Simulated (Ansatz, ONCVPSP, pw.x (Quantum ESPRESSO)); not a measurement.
**germanium (Ge): does the ONCV potential hold in the solid?**

germanium (Ge), optimised norm-conserving Vanderbilt (ONCV), made with ONCVPSP 4.0.1.1 (patched build) (PBE, scalar-relativistic). Core [Ar] 3d10, reference 4s2 4p2. Waves: 4s: rc 1.90 bohr, ncon 4, nbas 8, qcut 3 1/bohr, 1 projector; 4p: rc 2.45 bohr, ncon 5, nbas 9, qcut 3.2 1/bohr, 1 projector; d scattering state at 0.02 Ha: rc 1.95 bohr, ncon 3, nbas 6, qcut 5.1 1/bohr, 1 projector. Local part: polynomial inside 1.55 bohr (lpopt 5, dvloc0 0 Ha). Core correction: none.

Crystal test: diamond Ge in pw.x 7.5, no spin, 8³ k-points, Fermi–Dirac smearing 0.01 Ry, cutoffs 110/440 Ry. The reference is all-electron LAPW (Ansatz 0.2.0) with the same functional, mesh and smearing; V0 and B0 come from Birch–Murnaghan fits to the pressures at five volumes. Errors are pseudo minus all-electron; Δ is the rms difference of the E(V) curves that follow from these fits, minima aligned, over ±6 % about the mean V0. Mesh and smearing are coarse, so the numbers serve the comparison and aren't converged zero-temperature values; the lattice is a test structure that the element need not adopt.

All-electron: a0 = 5.765 Å (V0 = 23.95 Å³/atom), B0 = 57.6 GPa.

Question: How far does the potential miss the all-electron equation of state?

Answer: mean pressure error (GPa): +0.19; a0 (Å): 5.772; a0 error (%): +0.11; B0 error (%): -0.8; Δ (meV/atom): 1.0. The generator flags a localised state at positive energy (s at 22 eV).

| V (Å³/atom) | P all-electron (GPa) | P pseudo (GPa) |
| --- | --- | --- |
| 22.753 | 3.34 | 3.55 |
| 23.352 | 1.55 | 1.76 |
| 23.951 | 0.00 | 0.20 |
| 24.550 | -1.34 | -1.16 |
| 25.149 | -2.50 | -2.33 |

Question: At the middle volume, how do free energy and pressure move when the wave cutoff is lowered (ecutrho kept at four times it)?

Answer:

```tsv
cutoff (Ry)	shift of F (meV/atom)	shift of P (GPa)
50	+52.1	-0.49
66	+41.9	-0.24
88	+10.1	-0.49
```

The run at the middle volume (29 k-points, 8 iterations) took about 72 s on one core of a shared host (Neoverse-N1, 64 threads, 124 GiB, load 56).
